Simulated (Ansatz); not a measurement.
## Relaxing Os

Computed with DFT r2SCAN, scalar-relativistic, plane waves, PAW (Ansatz 0.2.0). Cutoff 500 eV, Γ-centred k mesh, Gaussian smearing, no spin polarisation in the final step.

Os was placed on the dhcp structure type (P6_3/mmc, No. 194), at a guessed volume.

```
CELL_PARAMETERS angstrom
2.78697 0.00000 0.00000
-1.39349 2.41359 0.00000
0.00000 0.00000 8.98854
ATOMIC_POSITIONS crystal
Os 0.00000 0.00000 0.00000
Os 0.00000 0.00000 0.50000
Os 0.33333 0.66667 0.75000
Os 0.66667 0.33333 0.25000
```

Cell and atoms relax at zero pressure; the relaxation can't lower the symmetry of the start. After a coarse first stage the cell is made exact in the group found at 0.06 Å.

Energies count from the standard state of Os at the same level.

Problem. Describe the relaxed structure.

Solution. It keeps P6_3/mmc (No. 194). The result has the dhcp structure. Conventional cell: a = 2.723 Å, c = 8.759 Å. Os on Wyckoff site a (2 atoms of the primitive cell) is coordinated by 12 Os at 2.70–2.72 Å; Os on Wyckoff site d (2 atoms of the primitive cell) is coordinated by 12 Os at 2.70–2.72 Å.

```
Os
1.0
     2.72288    0.00000    0.00000
    -1.36144    2.35808    0.00000
     0.00000    0.00000    8.75930
Os
4
Direct
  0.00000 0.00000 0.00000
  0.00000 0.00000 0.50000
  0.33333 0.66667 0.75000
  0.66667 0.33333 0.25000
```

Problem. What are its volume, energy, density and gap?

Solution. The volume per atom is 14.06 Å³, the density is 22.47 g/cm³ and the energy over the standard structure is 0.11 eV/atom. The gap on the 21×21×6 mesh is 0 eV (a metal).

The final run used a 21×21×6 mesh on its 4-atom cell and 0.10 eV smearing. The k mesh leaves about 4 meV/atom of noise in metals. Spin–orbit coupling is left out. A structure relaxed within its symmetry needn't be a true minimum.